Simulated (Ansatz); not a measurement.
# C₃H₄ClN: how energies converge with the basis set

The task here is to estimate one member of a computed series from the others.

Computed with Ansatz 0.2.0, Gaussian basis. Level: one geometry, several basis sets.

The runs, in order: PBE0-D4/def2-SVP; ωB97M-V/def2-SVP; PBE0-D4/def2-QZVPP; ωB97M-V/def2-QZVPP; the functionals' def2-TZVPP values are taken from earlier runs.

## The relaxed structure

An earlier PBE0-D4 in a triple-zeta def2 set relaxation fixed the geometry.

SMILES `ClC1=NCC1`, 9 atoms, charge 0, spin multiplicity 1.

Atoms are counted from 1 here; the program's logs count them from 0.

Bond lengths: Cl1–C2 1.710 Å, C2–N3 1.272 Å, C2–C5 1.491 Å, N3–C4 1.493 Å, C4–C5 1.545 Å, C4–H6 1.091 Å, C4–H7 1.091 Å, C5–H8 1.090 Å, C5–H9 1.090 Å. Angles: Cl1–C2–N3 127.4°, Cl1–C2–C5 130.8°, N3–C2–C5 101.8°, C2–N3–C4 88.8°, N3–C4–C5 90.0°, N3–C4–H6 112.1°, N3–C4–H7 112.1°, C5–C4–H6 115.7°, C5–C4–H7 115.7°, H6–C4–H7 110.0°, C2–C5–C4 79.4°, C2–C5–H8 115.7°, C2–C5–H9 115.7°, C4–C5–H8 116.7°, C4–C5–H9 116.7°, H8–C5–H9 110.0°.

Coordinates:

| atom | x (Å) | y (Å) | z (Å) |
| --- | --- | --- | --- |
| Cl1 | -1.06198 | -2.39310 | -0.79865 |
| C2 | -0.21316 | -0.95952 | -0.41426 |
| N3 | 0.96201 | -0.63675 | -0.77775 |
| C4 | 0.81172 | 0.64115 | -0.02034 |
| C5 | -0.61331 | 0.22055 | 0.40469 |
| H6 | 0.87224 | 1.51356 | -0.67241 |
| H7 | 1.53985 | 0.72687 | 0.78740 |
| H8 | -1.43794 | 0.81353 | 0.00781 |
| H9 | -0.77093 | 0.02750 | 1.46631 |

The first run:

Input file in.yaml:

```yaml
crystal:
  periodic: [false, false, false]
  atoms:
    - {symbol: Cl, position_ang: [-1.061980, -2.393104, -0.798649]}
    - {symbol: C, position_ang: [-0.213162, -0.959515, -0.414260]}
    - {symbol: N, position_ang: [0.962011, -0.636751, -0.777755]}
    - {symbol: C, position_ang: [0.811724, 0.641154, -0.020337]}
    - {symbol: C, position_ang: [-0.613314, 0.220554, 0.404689]}
    - {symbol: H, position_ang: [0.872243, 1.513559, -0.672408]}
    - {symbol: H, position_ang: [1.539852, 0.726867, 0.787400]}
    - {symbol: H, position_ang: [-1.437944, 0.813533, 0.007813]}
    - {symbol: H, position_ang: [-0.770929, 0.027502, 1.466307]}
basis:
  gaussian: {orbitals: def2-SVP}
hamiltonian: {xc: pbe0, dispersion: d4}
output: {orbitals: {seedname: orbitals}}
```

Run with:

```bash
$ ansatz run in.yaml --threads 2 --pin off --events-out ev --progress --plain --max-ram 4352MiB
```

Among the steps run: PBE0-D4 in def2-SVP; ωB97M-V in def2-SVP; PBE0-D4 in def2-QZVPP; ωB97M-V in def2-QZVPP.

One table of the session follows, with a row left open; its other results are not shown here.

It belongs to the step «Functionals by basis». 

| functional | basis | HOMO (eV) | LUMO (eV) |
| --- | --- | --- | --- |
| PBE0-D4 | def2-SVP | -7.93 | -0.15 |
| PBE0-D4 | def2-TZVPP | -8.08 | -0.36 |
| PBE0-D4 | def2-QZVPP | -8.12 | -0.44 |
| ωB97M-V | def2-SVP | ? | ? |
| ωB97M-V | def2-TZVPP | -10.42 | 1.91 |
| ωB97M-V | def2-QZVPP | -10.46 | 1.80 |

Estimate the missing values for ωB97M-V, def2-SVP.

The run gave: HOMO (eV): -10.27; LUMO (eV): 2.19. In the column «HOMO (eV)» it lies between ωB97M-V, def2-TZVPP (-10.42) and PBE0-D4, def2-QZVPP (-8.12).
